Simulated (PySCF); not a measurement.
# C₂H₄Li+, a complex of two parts: interaction energy, part 1 of 3

Wanted: the interaction energy for `C=C` with `[Li+]`.

Computed with PySCF 2.14.0; each step states its level. No surroundings beyond the atoms listed, unless a continuum is named. Atoms count from 0, parts from 1.

## Step 1: The system as given

7 atoms, charge 1, multiplicity 1; geometry: GFN2-xTB. Parts: 1 = atoms 0–5, `C=C`, charge 0; 2 = atom 6, `[Li+]`, charge 1.

## Step 2: Optimising the geometry at PBE0-D3(BJ)/def2-TZVPD

The job: settings as JSON, then the geometry in Å.

```
{"job": {"xc": "PBE0", "basis": "def2-TZVPD", "d3": "d3bj", "grid": 3, "kind": "geom", "shake": 0.01}, "charge": 1, "multiplicity": 1, "parts": [{"atoms": "0-5", "charge": 0, "multiplicity": 1}, {"atoms": "6-6", "charge": 1, "multiplicity": 1}]}
C      0.651412    -0.255644     0.055068
C     -0.681704     0.029833     0.020695
H      1.038161    -1.007368    -0.585486
H      1.362328     0.452287     0.524095
H     -1.347456    -0.526041    -0.638590
H     -1.077648     0.940885     0.474306
Li    -0.316008    -1.418921     1.849514
```

Started as:

```
OMP_NUM_THREADS=1 python cluster_run.py task.json out
```

One launch serves the whole session: the jobs run in the order shown.

The log of the run:

```text
step   0  E = -85.81056582  max force = 0.034950
step   1  E = -85.81365366  max force = 0.008000
step   2  E = -85.81378175  max force = 0.001340
step   3  E = -85.81382378  max force = 0.001659
step   4  E = -85.81384213  max force = 0.000813
step   5  E = -85.81384493  max force = 0.000241
optimisation converged
```

It took 43 s on 1 thread of Arm Neoverse N1, shared host; peak memory 0.55 GiB.

Step by step:

```
step  energy from step 0 (eV)  largest force component (eV/Å)
   0                   0.0000                          1.7972
   1                  -0.0840                          0.4114
   2                  -0.0875                          0.0689
   3                  -0.0887                          0.0853
   4                  -0.0892                          0.0418
   5                  -0.0892                          0.0124
```

Close pairs (by a distance rule), those that changed most:

```
  bond  before (Å)  after (Å)  change (Å)
 C0–C1       1.364      1.335      -0.028
 C0–H2       1.061      1.087      +0.027
 C0–H3       1.107      1.088      -0.020
C1–Li6       2.362      2.353      -0.009
 C1–H5       1.092      1.087      -0.005
C0–Li6       2.347      2.345      -0.002
 C1–H4       1.089      1.088      -0.002
```

The final coordinates are the input of the step that follows.

```
                         at the end point                   value
  point group (found at 0.08 Å tolerance)                     C2v
rotational constants (GHz, main isotopes)  24.878, 15.754, 11.113
```

Contacts at the end point (a selection, picked against the atoms' radii; other short pairs can be missing):

```
   atoms  distance (Å)  kind (by distance and angle)  angle (°)
C0···Li6          2.35  inside the van der Waals sum          –
C1···Li6          2.35  inside the van der Waals sum          –
```

Against the parts relaxed at this level the binding energy is -23.23 kcal/mol, without counterpoise.

## Step 3: Coupled-cluster interaction energy: CCSD(T) and MP2, 2.35 Å

The job: settings as JSON, then the geometry in Å.

```
{"job": {"kind": "intercc", "basis": "aug-cc-pVDZ", "basis_mid": "aug-cc-pVTZ", "basis_large": "aug-cc-pVQZ"}, "charge": 1, "multiplicity": 1, "parts": [{"atoms": "0-5", "charge": 0, "multiplicity": 1}, {"atoms": "6-6", "charge": 1, "multiplicity": 1}]}
C      0.629180    -0.236911     0.052863
C     -0.669855     0.068956     0.004677
H      1.044974    -1.043075    -0.546967
H      1.333348     0.364116     0.623581
H     -1.359958    -0.476988    -0.634374
H     -1.070530     0.929595     0.535086
Li    -0.394354    -1.458069     1.772927
```

Level: CCSD(T)/aug-cc-pVDZ and MP2/aug-cc-pVTZ, aug-cc-pVQZ counterpoise interaction energy, frozen core, gas phase.

The log of the run:

```text
part 1, own basis, geometry of the cluster
final grid: 43904 points
cycle   1  E = -78.0427612278  dE =  9.627e-02  |g| = 2.325e-01  |ddm| = 4.253e+00
cycle   2  E = -78.0620903045  dE = -1.933e-02  |g| = 6.033e-02  |ddm| = 6.513e-01
cycle   3  E = -78.0636217801  dE = -1.531e-03  |g| = 1.308e-02  |ddm| = 2.214e-01
cycle   4  E = -78.0636780232  dE = -5.624e-05  |g| = 2.693e-03  |ddm| = 4.131e-02
cycle   5  E = -78.0636819417  dE = -3.919e-06  |g| = 6.863e-04  |ddm| = 8.861e-03
cycle   6  E = -78.0636822904  dE = -3.487e-07  |g| = 1.558e-04  |ddm| = 2.287e-03
cycle   7  E = -78.0636823141  dE = -2.368e-08  |g| = 1.761e-05  |ddm| = 5.566e-04
cycle   8  E = -78.0636823143  dE = -2.290e-10  |g| = 5.649e-06  |ddm| = 6.501e-05
converged SCF energy = -78.0636823143

part 2, own basis, geometry of the cluster
final grid: 10848 points
cycle   1  E = -7.2363779589  dE =  1.371e-01  |g| = 5.248e-03  |ddm| = 1.339e+00
cycle   2  E = -7.2363810734  dE = -3.115e-06  |g| = 3.270e-04  |ddm| = 3.690e-02
cycle   3  E = -7.2363810859  dE = -1.246e-08  |g| = 1.130e-06  |ddm| = 2.404e-03
cycle   4  E = -7.2363810859  dE = -2.602e-13  |g| = 4.292e-08  |ddm| = 1.860e-06
converged SCF energy = -7.2363810859

part 1, own basis, relaxed alone
final grid: 43904 points
cycle   1  E = -78.0440720917  dE =  1.279e-01  |g| = 2.329e-01  |ddm| = 4.289e+00
cycle   2  E = -78.0632745436  dE = -1.920e-02  |g| = 5.959e-02  |ddm| = 6.616e-01
cycle   3  E = -78.0647842831  dE = -1.510e-03  |g| = 1.148e-02  |ddm| = 2.252e-01
cycle   4  E = -78.0648296159  dE = -4.533e-05  |g| = 2.643e-03  |ddm| = 3.916e-02
cycle   5  E = -78.0648332077  dE = -3.592e-06  |g| = 6.844e-04  |ddm| = 8.249e-03
cycle   6  E = -78.0648335367  dE = -3.290e-07  |g| = 1.525e-04  |ddm| = 2.254e-03
cycle   7  E = -78.0648335592  dE = -2.257e-08  |g| = 1.655e-05  |ddm| = 5.404e-04
cycle   8  E = -78.0648335595  dE = -2.238e-10  |g| = 2.200e-06  |ddm| = 6.230e-05
converged SCF energy = -78.0648335595

part 2, own basis, relaxed alone: E = -7.2363810859 (as before)

cluster
final grid: 5728 points
cycle   1  E = -85.3338812177  dE = -2.380e-02  |g| = 6.798e-02  |ddm| = 1.455e+00
cycle   2  E = -85.3353673657  dE = -1.486e-03  |g| = 1.760e-02  |ddm| = 3.221e-01
cycle   3  E = -85.3355230190  dE = -1.557e-04  |g| = 6.312e-03  |ddm| = 7.268e-02
cycle   4  E = -85.3355546603  dE = -3.164e-05  |g| = 1.653e-03  |ddm| = 4.196e-02
cycle   5  E = -85.3355561250  dE = -1.465e-06  |g| = 3.918e-04  |ddm| = 4.879e-03
cycle   6  E = -85.3355562392  dE = -1.142e-07  |g| = 5.591e-05  |ddm| = 2.098e-03
cycle   7  E = -85.3355562416  dE = -2.405e-09  |g| = 2.528e-05  |ddm| = 2.431e-04
cycle   8  E = -85.3355562419  dE = -2.689e-10  |g| = 4.945e-06  |ddm| = 7.346e-05
converged SCF energy = -85.3355562419

part 1 in the basis of the cluster
final grid: 5728 points
cycle   1  E = -78.0637487319  dE = -6.420e-05  |g| = 1.634e-03  |ddm| = 5.601e-01
cycle   2  E = -78.0637498628  dE = -1.131e-06  |g| = 2.436e-04  |ddm| = 5.832e-02
cycle   3  E = -78.0637498970  dE = -3.418e-08  |g| = 2.404e-05  |ddm| = 8.511e-03
cycle   4  E = -78.0637498974  dE = -4.548e-10  |g| = 4.784e-06  |ddm| = 4.621e-04
converged SCF energy = -78.0637498974

part 2 in the basis of the cluster
final grid: 5728 points
cycle   1  E = -7.2363823465  dE = -1.271e-06  |g| = 1.796e-04  |ddm| = 3.617e-02
cycle   2  E = -7.2363823514  dE = -4.949e-09  |g| = 1.661e-05  |ddm| = 1.383e-03
cycle   3  E = -7.2363823515  dE = -4.731e-11  |g| = 1.001e-06  |ddm| = 9.529e-05
converged SCF energy = -7.2363823515

Interaction energy (kcal/mol)
  counterpoise      -20.557
  uncorrected       -20.844
  dispersion part     0.000
  deformation         0.257
  binding           -20.300

Decomposition of the uncorrected value (kcal/mol)
  electrostatic     -17.350
  Pauli              11.068
  orbital           -15.989
  dispersion          0.000
  correlation         1.427

Charge of each part in the cluster: 0.015 0.985
part 1, own basis, geometry of the cluster
final grid: 43904 points
cycle   1  E = -78.0473387222  dE =  9.457e-02  |g| = 2.349e-01  |ddm| = 4.392e+00
cycle   2  E = -78.0667470730  dE = -1.941e-02  |g| = 6.070e-02  |ddm| = 6.108e-01
cycle   3  E = -78.0682896609  dE = -1.543e-03  |g| = 1.271e-02  |ddm| = 1.885e-01
cycle   4  E = -78.0683437711  dE = -5.411e-05  |g| = 2.749e-03  |ddm| = 3.543e-02
cycle   5  E = -78.0683476731  dE = -3.902e-06  |g| = 7.170e-04  |ddm| = 6.445e-03
cycle   6  E = -78.0683480404  dE = -3.672e-07  |g| = 1.645e-04  |ddm| = 2.485e-03
cycle   7  E = -78.0683480663  dE = -2.596e-08  |g| = 1.873e-05  |ddm| = 7.603e-04
cycle   8  E = -78.0683480666  dE = -2.649e-10  |g| = 5.615e-06  |ddm| = 8.506e-05
converged SCF energy = -78.0683480666

part 2, own basis, geometry of the cluster
final grid: 10848 points
cycle   1  E = -7.2363820281  dE =  1.372e-01  |g| = 5.219e-03  |ddm| = 1.351e+00
cycle   2  E = -7.2363851692  dE = -3.141e-06  |g| = 3.351e-04  |ddm| = 3.177e-02
cycle   3  E = -7.2363851836  dE = -1.439e-08  |g| = 4.915e-06  |ddm| = 1.881e-03
cycle   4  E = -7.2363851836  dE = -4.410e-12  |g| = 2.070e-07  |ddm| = 3.147e-05
converged SCF energy = -7.2363851836

part 1, own basis, relaxed alone
final grid: 43904 points
cycle   1  E = -78.0486733121  dE =  1.262e-01  |g| = 2.354e-01  |ddm| = 4.424e+00
cycle   2  E = -78.0679604075  dE = -1.929e-02  |g| = 6.001e-02  |ddm| = 6.118e-01
cycle   3  E = -78.0694816764  dE = -1.521e-03  |g| = 1.113e-02  |ddm| = 1.919e-01
cycle   4  E = -78.0695254670  dE = -4.379e-05  |g| = 2.656e-03  |ddm| = 3.277e-02
cycle   5  E = -78.0695289784  dE = -3.511e-06  |g| = 7.166e-04  |ddm| = 5.963e-03
cycle   6  E = -78.0695293228  dE = -3.444e-07  |g| = 1.609e-04  |ddm| = 2.344e-03
cycle   7  E = -78.0695293475  dE = -2.474e-08  |g| = 1.778e-05  |ddm| = 7.385e-04
cycle   8  E = -78.0695293478  dE = -2.584e-10  |g| = 2.400e-06  |ddm| = 8.723e-05
converged SCF energy = -78.0695293478

part 2, own basis, relaxed alone: E = -7.2363851836 (as before)

cluster
final grid: 5728 points
cycle   1  E = -85.3385672851  dE = -2.378e-02  |g| = 6.988e-02  |ddm| = 1.822e+00
cycle   2  E = -85.3400677541  dE = -1.500e-03  |g| = 1.848e-02  |ddm| = 3.435e-01
cycle   3  E = -85.3402249087  dE = -1.572e-04  |g| = 6.462e-03  |ddm| = 7.043e-02
cycle   4  E = -85.3402578298  dE = -3.292e-05  |g| = 1.683e-03  |ddm| = 4.465e-02
cycle   5  E = -85.3402592907  dE = -1.461e-06  |g| = 4.091e-04  |ddm| = 5.050e-03
cycle   6  E = -85.3402594129  dE = -1.222e-07  |g| = 5.681e-05  |ddm| = 2.191e-03
cycle   7  E = -85.3402594154  dE = -2.502e-09  |g| = 2.547e-05  |ddm| = 2.662e-04
cycle   8  E = -85.3402594156  dE = -2.702e-10  |g| = 5.058e-06  |ddm| = 6.715e-05
converged SCF energy = -85.3402594156

part 1 in the basis of the cluster
final grid: 5728 points
cycle   1  E = -78.0683772906  dE = -2.666e-05  |g| = 9.405e-04  |ddm| = 1.207e+00
cycle   2  E = -78.0683776163  dE = -3.257e-07  |g| = 1.183e-04  |ddm| = 1.062e-01
cycle   3  E = -78.0683776245  dE = -8.145e-09  |g| = 1.230e-05  |ddm| = 1.177e-02
cycle   4  E = -78.0683776246  dE = -1.290e-10  |g| = 2.227e-06  |ddm| = 2.786e-04
converged SCF energy = -78.0683776246

part 2 in the basis of the cluster
final grid: 5728 points
cycle   1  E = -7.2363857379  dE = -5.652e-07  |g| = 1.108e-04  |ddm| = 4.831e-02
cycle   2  E = -7.2363857393  dE = -1.383e-09  |g| = 6.871e-06  |ddm| = 2.041e-03
cycle   3  E = -7.2363857393  dE = -5.407e-12  |g| = 2.368e-07  |ddm| = 1.186e-04
converged SCF energy = -7.2363857393

Interaction energy (kcal/mol)
  counterpoise      -20.737
  uncorrected       -20.886
  dispersion part     0.000
  deformation         0.317
  binding           -20.420

Decomposition of the uncorrected value (kcal/mol)
  electrostatic     -17.184
  Pauli              10.877
  orbital           -15.984
  dispersion          0.000
  correlation         1.405

Charge of each part in the cluster: 0.015 0.985
part 1 in the basis of the cluster: E(HF) = -78.043173474  E2 = -0.286041500  E(CCSD corr) = -0.315178811  (T) = -0.011336251
part 2 in the basis of the cluster: E(HF) = -7.236124321  E2 = 0.000000000  E(CCSD corr) = 0.000000000  (T) = 0.000000000
cluster: E(HF) = -85.313463737  E2 = -0.282848577  E(CCSD corr) = -0.311925653  (T) = -0.010976087

Counterpoise interaction energy (kcal/mol)
  hf_small                 -21.439
  mp2_small                -19.436
  ccsd_small               -19.398
  ccsdt_small              -19.172
  hf_large                 -22.274
  mp2_large                -20.738
  hf_middle                -22.229
  mp2_middle               -20.557
  scs_mp2_large            -20.726
  mp2_limit                -20.836
  ccsdt_less_mp2             0.264
  ccsdt_limit_estimate     -20.572
  bsse_mp2_large             0.148
```

It took 1.9 min on 1 thread of Arm Neoverse N1, shared host; peak memory 1.4 GiB.

Contacts at this geometry (a selection, picked against the atoms' radii; other short pairs can be missing):

```
   atoms  distance (Å)  kind (by distance and angle)  angle (°)
C0···Li6          2.35  inside the van der Waals sum          –
C1···Li6          2.35  inside the van der Waals sum          –
```

Differences are taken before rounding.

```
                 method  interaction energy (kcal/mol)  from CCSD(T), limit estimate (kcal/mol)
         HF/aug-cc-pVDZ                         -21.44                                    -0.87
        MP2/aug-cc-pVDZ                         -19.44                                    +1.14
       CCSD/aug-cc-pVDZ                         -19.40                                    +1.17
    CCSD(T)/aug-cc-pVDZ                         -19.17                                    +1.40
         HF/aug-cc-pVQZ                         -22.27                                    -1.70
        MP2/aug-cc-pVQZ                         -20.74                                    -0.17
    SCS-MP2/aug-cc-pVQZ                         -20.73                                    -0.15
      MP2, extrapolated                         -20.84                                    -0.26
CCSD(T), limit estimate                         -20.57                                        0
```

These energies keep the parts at their geometry in the cluster; deforming them to it costs 0.32 kcal/mol (MP2).

## Step 4: Coupled-cluster interaction energy: CCSD(T) and MP2, 2.46 Å

Settings changed since step 3:

```diff
@@ -7,2 +7,2 @@
 H     -1.070530     0.929595     0.535086
-Li    -0.394354    -1.458069     1.772927
+Li    -0.445531    -1.519127     1.858930
```

Level: CCSD(T)/aug-cc-pVDZ and MP2/aug-cc-pVTZ, aug-cc-pVQZ counterpoise interaction energy, frozen core, gas phase.

The log of the run:

```text
part 1, own basis, geometry of the cluster: E = -78.0636823143 (as before)

part 2, own basis, geometry of the cluster: E = -7.2363810859 (as before)

part 1, own basis, relaxed alone: E = -78.0648335595 (as before)

part 2, own basis, relaxed alone: E = -7.2363810859 (as before)

cluster
final grid: 5728 points
cycle   1  E = -85.3339440031  dE = -2.151e-02  |g| = 6.388e-02  |ddm| = 1.286e+00
cycle   2  E = -85.3354017010  dE = -1.458e-03  |g| = 1.718e-02  |ddm| = 2.825e-01
cycle   3  E = -85.3355706254  dE = -1.689e-04  |g| = 6.427e-03  |ddm| = 6.838e-02
cycle   4  E = -85.3356073628  dE = -3.674e-05  |g| = 1.616e-03  |ddm| = 3.988e-02
cycle   5  E = -85.3356088115  dE = -1.449e-06  |g| = 3.956e-04  |ddm| = 4.807e-03
cycle   6  E = -85.3356089241  dE = -1.126e-07  |g| = 5.736e-05  |ddm| = 2.039e-03
cycle   7  E = -85.3356089266  dE = -2.487e-09  |g| = 2.609e-05  |ddm| = 2.369e-04
cycle   8  E = -85.3356089269  dE = -2.811e-10  |g| = 5.121e-06  |ddm| = 7.193e-05
converged SCF energy = -85.3356089269

part 1 in the basis of the cluster
final grid: 5728 points
cycle   1  E = -78.0637456760  dE = -6.134e-05  |g| = 1.586e-03  |ddm| = 5.322e-01
cycle   2  E = -78.0637467765  dE = -1.101e-06  |g| = 2.391e-04  |ddm| = 5.592e-02
cycle   3  E = -78.0637468099  dE = -3.334e-08  |g| = 2.345e-05  |ddm| = 8.202e-03
cycle   4  E = -78.0637468103  dE = -4.336e-10  |g| = 4.646e-06  |ddm| = 4.408e-04
converged SCF energy = -78.0637468103

part 2 in the basis of the cluster
final grid: 5728 points
cycle   1  E = -7.2363822617  dE = -1.185e-06  |g| = 1.783e-04  |ddm| = 3.161e-02
cycle   2  E = -7.2363822667  dE = -4.970e-09  |g| = 1.718e-05  |ddm| = 1.212e-03
cycle   3  E = -7.2363822668  dE = -5.077e-11  |g| = 9.759e-07  |ddm| = 9.846e-05
converged SCF energy = -7.2363822668

Interaction energy (kcal/mol)
  counterpoise      -20.524
  uncorrected       -20.786
  dispersion part     0.000
  deformation         0.257
  binding           -20.267

Decomposition of the uncorrected value (kcal/mol)
  electrostatic     -15.611
  Pauli               7.850
  orbital           -14.543
  dispersion          0.000
  correlation         1.518

Charge of each part in the cluster: 0.016 0.984
part 1, own basis, geometry of the cluster: E = -78.0683480666 (as before)

part 2, own basis, geometry of the cluster: E = -7.2363851836 (as before)

part 1, own basis, relaxed alone: E = -78.0695293478 (as before)

part 2, own basis, relaxed alone: E = -7.2363851836 (as before)

cluster
final grid: 5728 points
cycle   1  E = -85.3386252034  dE = -2.155e-02  |g| = 6.565e-02  |ddm| = 1.655e+00
cycle   2  E = -85.3400992977  dE = -1.474e-03  |g| = 1.802e-02  |ddm| = 2.966e-01
cycle   3  E = -85.3402696640  dE = -1.704e-04  |g| = 6.601e-03  |ddm| = 6.606e-02
cycle   4  E = -85.3403080747  dE = -3.841e-05  |g| = 1.643e-03  |ddm| = 4.278e-02
cycle   5  E = -85.3403095231  dE = -1.448e-06  |g| = 4.130e-04  |ddm| = 4.956e-03
cycle   6  E = -85.3403096444  dE = -1.212e-07  |g| = 5.845e-05  |ddm| = 1.993e-03
cycle   7  E = -85.3403096470  dE = -2.610e-09  |g| = 2.629e-05  |ddm| = 2.569e-04
cycle   8  E = -85.3403096473  dE = -2.803e-10  |g| = 5.254e-06  |ddm| = 6.522e-05
converged SCF energy = -85.3403096473

part 1 in the basis of the cluster
final grid: 5728 points
cycle   1  E = -78.0683753263  dE = -2.497e-05  |g| = 9.095e-04  |ddm| = 1.161e+00
cycle   2  E = -78.0683756370  dE = -3.108e-07  |g| = 1.159e-04  |ddm| = 1.020e-01
cycle   3  E = -78.0683756449  dE = -7.913e-09  |g| = 1.209e-05  |ddm| = 1.138e-02
cycle   4  E = -78.0683756451  dE = -1.255e-10  |g| = 2.164e-06  |ddm| = 2.686e-04
converged SCF energy = -78.0683756451

part 2 in the basis of the cluster
final grid: 5728 points
cycle   1  E = -7.2363856716  dE = -4.977e-07  |g| = 1.024e-04  |ddm| = 4.284e-02
cycle   2  E = -7.2363856728  dE = -1.197e-09  |g| = 6.361e-06  |ddm| = 1.813e-03
cycle   3  E = -7.2363856728  dE = -4.686e-12  |g| = 2.277e-07  |ddm| = 9.928e-05
converged SCF energy = -7.2363856728

Interaction energy (kcal/mol)
  counterpoise      -20.669
  uncorrected       -20.804
  dispersion part     0.000
  deformation         0.317
  binding           -20.352

Decomposition of the uncorrected value (kcal/mol)
  electrostatic     -15.459
  Pauli               7.713
  orbital           -14.577
  dispersion          0.000
  correlation         1.519

Charge of each part in the cluster: 0.016 0.984
part 1 in the basis of the cluster: E(HF) = -78.043172064  E2 = -0.286008810  E(CCSD corr) = -0.315152441  (T) = -0.011333134
part 2 in the basis of the cluster: E(HF) = -7.236123973  E2 = 0.000000000  E(CCSD corr) = 0.000000000  (T) = 0.000000000
cluster: E(HF) = -85.313866036  E2 = -0.282809426  E(CCSD corr) = -0.311816778  (T) = -0.011001215

Counterpoise interaction energy (kcal/mol)
  hf_small                 -21.693
  mp2_small                -19.685
  ccsd_small               -19.600
  ccsdt_small              -19.392
  hf_large                 -22.307
  mp2_large                -20.669
  hf_middle                -22.264
  mp2_middle               -20.524
  scs_mp2_large            -20.654
  mp2_limit                -20.744
  ccsdt_less_mp2             0.294
  ccsdt_limit_estimate     -20.450
  bsse_mp2_large             0.135
```

Wall time 99 s (1 thread of Arm Neoverse N1, shared host); peak memory 1.4 GiB.

Contacts at this geometry (a selection, picked against the atoms' radii; other short pairs can be missing):

```
   atoms  distance (Å)  kind (by distance and angle)  angle (°)
C1···Li6          2.45  inside the van der Waals sum          –
C0···Li6          2.46  inside the van der Waals sum          –
```

```
                 method  interaction energy (kcal/mol)  from CCSD(T), limit estimate (kcal/mol)
         HF/aug-cc-pVDZ                         -21.69                                    -1.24
        MP2/aug-cc-pVDZ                         -19.69                                    +0.76
       CCSD/aug-cc-pVDZ                         -19.60                                    +0.85
    CCSD(T)/aug-cc-pVDZ                         -19.39                                    +1.06
         HF/aug-cc-pVQZ                         -22.31                                    -1.86
        MP2/aug-cc-pVQZ                         -20.67                                    -0.22
    SCS-MP2/aug-cc-pVQZ                         -20.65                                    -0.20
      MP2, extrapolated                         -20.74                                    -0.29
CCSD(T), limit estimate                         -20.45                                        0
```

These energies keep the parts at their geometry in the cluster; deforming them to it costs 0.32 kcal/mol (MP2).

(Continued in part 2 of 3.)
